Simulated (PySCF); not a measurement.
Isomers of C5H9N, one GFN2-xTB conformer each. Single-point energies are computed at PBE0/pcSseg-1 (PySCF, gas phase, no added dispersion term), electronic only.

| SMILES | GFN2-xTB relative energy (kcal/mol) |
| --- | --- |
| C#CC(C)(C)N | 38.9 |
| CCCCC#N | 9.9 |
| C=C(C)[C@@H]1CN1 | 26.5 |
| CC[C@@H](C)C#N | 9.3 |
| CN1C=CCC1 | 0.0 |
| C=N/C=C/CC | 24.0 |
| CC(C)(C)C#N | 7.5 |
| [C-]#[N+]C(C)(C)C | 27.7 |

Conformers: `[CH:1]#[C:2][C:3]([CH3:4])([CH3:5])[NH2:6]` with C2–C3–N6–H -60° and 60°; `[CH3:1][CH2:2][CH2:3][CH2:4][C:5]#[N:6]` with C1–C2–C3–C4 -178°, C2–C3–C4–C5 65°; `[CH2:1]=[C:2]([CH3:3])[C@@H:4]1[CH2:5][NH:6]1` with C1–C2–C4–C5 42°; `[CH3:1][CH2:2][C@@H:3]([CH3:4])[C:5]#[N:6]` with C1–C2–C3–C4 174°; `[CH3:1][N:2]1[CH:3]=[CH:4][CH2:5][CH2:6]1` with C1–N2–C3–C4 150°, C3–C4–C5–C6 -9°, C4–C5–C6–N2 16°, C1–N2–C6–C5 -157°; `[CH2:1]=[N:2]/[CH:3]=[CH:4]/[CH2:5][CH3:6]` with C1–N2–C3–C4 -179°, C3–C4–C5–C6 122°.

What does PBE0/pcSseg-1 give for the same structures?

```tsv
SMILES	PBE0/pcSseg-1 E (Eh)	PBE0/pcSseg-1 (kcal/mol)	GFN2-xTB (kcal/mol)	point group
CC(C)(C)C#N	-250.35724	0.0	7.5	C3v
CC[C@@H](C)C#N	-250.35571	1.0	9.3	C1
CCCCC#N	-250.35490	1.5	9.9	C1
CN1C=CCC1	-250.33436	14.4	0.0	C1
[C-]#[N+]C(C)(C)C	-250.32690	19.0	27.7	C3v
C=N/C=C/CC	-250.31885	24.1	24.0	C1
C=C(C)[C@@H]1CN1	-250.30123	35.1	26.5	C1
C#CC(C)(C)N	-250.29328	40.1	38.9	Cs
```

GFN2-xTB puts CN1C=CCC1 lowest instead; measured from each level's own lowest isomer, the values differ by up to 14.4 kcal/mol (CN1C=CCC1: 0.0 against 14.4). As drawn, the lowest has a C≡N group and a quaternary carbon, which the highest lacks; the highest has a C≡C bond and an N–H bond, which the lowest lacks. Neighbours under 2.5 kcal/mol apart (CC(C)(C)C#N and CC[C@@H](C)C#N; CC[C@@H](C)C#N and CCCCC#N) can change places with a better method, another conformer or zero-point energy.

Which frontier levels, dipoles and rotational constants go with these structures?

```csv
SMILES,"HOMO (eV, PBE0/pcSseg-1)",LUMO (eV),dipole (D),"A, B, C (MHz)"
CC(C)(C)C#N,-9.22,0.99,4.07,"4541, 2814, 2813"
CC[C@@H](C)C#N,-9.21,0.69,4.01,"4187, 3163, 1960"
CCCCC#N,-9.18,0.71,3.98,"7680, 1828, 1592"
CN1C=CCC1,-5.21,1.08,0.93,"7423, 3389, 2472"
[C-]#[N+]C(C)(C)C,-8.41,1.10,3.92,"4542, 2987, 2987"
C=N/C=C/CC,-6.91,-0.95,1.41,"16613, 1379, 1360"
C=C(C)[C@@H]1CN1,-6.54,0.19,1.47,"6896, 2651, 2241"
C#CC(C)(C)N,-6.99,1.27,0.55,"4695, 2780, 2734"
```
